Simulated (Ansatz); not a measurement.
Complex (SMILES): Cl (HCl) with S (H2S), atoms 1 to 2 the first; geometry from NCB31 set, monomers rigid:
```xyz
5

Cl    -1.9116     0.0000     0.0035
H     -0.6273    -0.0001    -0.1041
S      1.8425     0.0000    -0.1015
H      1.8228    -0.9618     0.8347
H      1.8219     0.9619     0.8346
```

The counterpoise-corrected interaction energy at CCSD(T) with Ansatz (an electronic-structure program), in kcal/mol, split into its Hartree-Fock and correlation parts. Cores are frozen. No added dispersion term, no relativity. Functions are those of the species that has most. These sets lack the diffuse functions that weak bonds need.

```json
[
 {"basis": "cc-pV(D+d)Z", "X": "2", "functions": "61", "Hartree-Fock": "-1.15", "CCSD(T)": "-1.85"},
 {"basis": "cc-pV(T+d)Z", "X": "3", "functions": "120", "Hartree-Fock": "-0.91", "CCSD(T)": "-2.61"},
 {"basis": "cc-pV(Q+d)Z", "X": "4", "functions": "218", "Hartree-Fock": "-0.89", "CCSD(T)": "-3.06"}
]
```

Worked estimate of the basis-set limit from each neighbouring pair, with Hartree-Fock from the larger set and the correlation part extrapolated as X^-3.
Correlation parts: X = 2: -0.70, X = 3: -1.70, X = 4: -2.17.
- (2,3): (27·(-1.70) - 8·(-0.70))/19 = -2.12; with Hartree-Fock -0.91 the estimate is -3.03 kcal/mol.
- (3,4): (64·(-2.17) - 27·(-1.70))/37 = -2.51; with Hartree-Fock -0.89 the estimate is -3.40 kcal/mol.
The last two estimates differ by 0.37 kcal/mol; the largest set lies 0.34 from the last. Over the last step Hartree-Fock moves by 0.02 and the correlation part by -0.47.
